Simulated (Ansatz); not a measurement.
This Ansatz (a quantum-chemistry and plane-wave program) input (wB97M-V/STO-3G) gives -175.40140 Eh with 18 basis functions. A basis named .json is the Basis Set Exchange file of that set (core-valence sets with the plain set on hydrogen).

Ansatz 0.2 input:
```yaml
crystal:
  periodic: [false, false, false]
  atoms:
    - {symbol: C, position_ang: [0.00476229, 0.43392420, -0.00203639]}
    - {symbol: C, position_ang: [1.18383408, -0.15360148, 0.00493325]}
    - {symbol: F, position_ang: [-1.14596015, -0.26718838, -0.00280751]}
    - {symbol: H, position_ang: [-0.17580160, 1.50100015, -0.00772733]}
    - {symbol: H, position_ang: [1.28003303, -1.23028006, 0.01036986]}
    - {symbol: H, position_ang: [2.07783169, 0.45203897, 0.00524394]}
basis:
  gaussian:
    orbitals: STO-3G
hamiltonian:
  xc: {name: wB97M-V}
magnetization: {spin_polarized: false}
```

Change:
```diff
- orbitals: STO-3G
+ orbitals: def2-TZVPPD.json
```

Question: What does the run give now?

Answer: -177.83735 Eh (wB97M-V/def2-TZVPPD, 165 functions), a change of -2435.95 mEh.
